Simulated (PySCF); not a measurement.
# C4H7N: geometry, NMR shifts, spin-spin couplings, electronic excitations and core binding energies

What NMR shifts, spin-spin couplings, electronic excitations and core binding energies should C4H7N (`C=CCN=C`) show?

Programs: PySCF 2.14.0, with density-fitted response routines of our own. Each step states its level of theory. These are calculated values for one molecule in the gas phase, unless marked as measured. Atoms count from 0, in the outputs and in this text.

## 1. The molecule as given

12 atoms, charge 0, multiplicity 1; geometry from: GFN2-xTB.

Bonds of the start (Å): C0–C1 1.32, C1–C2 1.50, C2–N3 1.44, N3–C4 1.25, C0–H5 1.08, C0–H6 1.08, C1–H7 1.08, C2–H8 1.10, C2–H9 1.10, C4–H10 1.08, C4–H11 1.10.

## 2. Optimising the geometry at PBE0-D3(BJ)/def2-SVP

The job: settings as JSON, then the geometry in Å.

```
{"job": {"xc": "PBE0", "basis": "def2-SVP", "d3": "d3bj", "grid": 1, "kind": "geom"}, "charge": 0, "multiplicity": 1}
C     -2.062607     0.430130    -0.067671
C     -1.113715    -0.481994     0.011342
C      0.246174    -0.338919    -0.605559
N      1.243021    -0.666010     0.374168
C      2.119932     0.167564     0.684627
H     -1.919569     1.356903    -0.599886
H     -3.028093     0.286405     0.386191
H     -1.262483    -1.404724     0.553478
H      0.342996    -1.082353    -1.406959
H      0.375574     0.669071    -1.032813
H      2.851199    -0.106090     1.431120
H      2.208769     1.169333     0.245935
```

**Question.** This job is followed by: GIAO PBE0/pcSseg-1 NMR shielding, non-relativistic, gas phase; B3LYP/pcJ-1 indirect spin-spin coupling, non-relativistic, gas phase; TDDFT CAM-B3LYP/def2-SVPD, vertical, gas phase, core orbitals frozen in the response; GIAO WP04/pcSseg-2 NMR shielding, non-relativistic, gas phase; delta-SCF UKS SCAN, pcX-2 on the ionised atom, pcseg-1 elsewhere, spin-free X2C. Predict these results of the whole session: point group; rotational constants (main isotopes); 13C shifts against TMS (PBE0/pcSseg-1); 1H shifts against TMS (PBE0/pcSseg-1, means over atoms taken as alike); 15N shifts against NH3 (PBE0/pcSseg-1); largest coupling of the table (B3LYP/pcJ-1); lowest singlet (CAM-B3LYP/def2-SVPD); brightest single state of those computed; lowest triplet; vertical ionisation energy (ΔSCF); C1s binding energies, SCAN/pcX-2; N1s binding energies, SCAN/pcX-2; range of the shift of N3.

The runs gave:

| quantity | value |
| --- | --- |
| point group | C1 |
| rotational constants (main isotopes) | 16.61, 2.65, 2.57 GHz |
| 13C shifts against TMS (PBE0/pcSseg-1) | 156.6, 146.9, 120.9, 73.9 ppm |
| 1H shifts against TMS (PBE0/pcSseg-1, means over atoms taken as alike) | 7.51, 7.15, 6.55, 5.36, 5.25, 4.09 ppm |
| 15N shifts against NH3 (PBE0/pcSseg-1) | 413.0 ppm |
| largest coupling of the table (B3LYP/pcJ-1) | 1J(C,H) C4–H10, 190.2 Hz |
| lowest singlet (CAM-B3LYP/def2-SVPD) | 4.98 eV (249 nm), f = 0.001 |
| brightest single state of those computed | state 6, 7.62 eV, f = 0.477 |
| lowest triplet | 4.15 eV |
| vertical ionisation energy (ΔSCF) | 9.80 eV |
| C1s binding energies, SCAN/pcX-2 | C4 291.72, C2 291.58, C1 290.60, C0 290.29 eV |
| N1s binding energies, SCAN/pcX-2 | N3 404.99 eV |
| range of the shift of N3 | 399.6 to 413.0 ppm |

In words: Relaxing lowered the energy by 0.050 eV in 4 steps; the close pair that moved most is C4–H10, from 1.080 to 1.100 Å. No frequency check was run at this level, so the end point may be a saddle. At PBE0/pcSseg-1: The widest tensor belongs to N3: span 786 ppm, with a paramagnetic part of -475 ppm. Of the pairs tabulated at B3LYP/pcJ-1, C4–H10 couples most strongly (190.2 Hz; Fermi contact 189.7 Hz). Couplings across rotatable bonds belong to this one conformer; where others are populated, the observed values are averages. The first singlet state (HOMO→LUMO 0.90) lies at 4.98 eV and is weak; of the 10 states computed, the strongest absorption comes from state 6 at 7.62 eV. The lowest triplet lies 0.83 eV below the lowest singlet (triplets in Tamm-Dancoff, singlets in full TDDFT). The orbital energy would give 8.91 eV for ionisation, ΔSCF gives 9.80 eV. C4 (C=N carbon) binds its C1s electron 1.43 eV more tightly than C0 (terminal =CH2 carbon). In ppm, N3 moves most: its shift spreads over 13.5 ppm, from 399.6 (WP04/pcSseg-2) to 413.0 (PBE0/pcSseg-1).
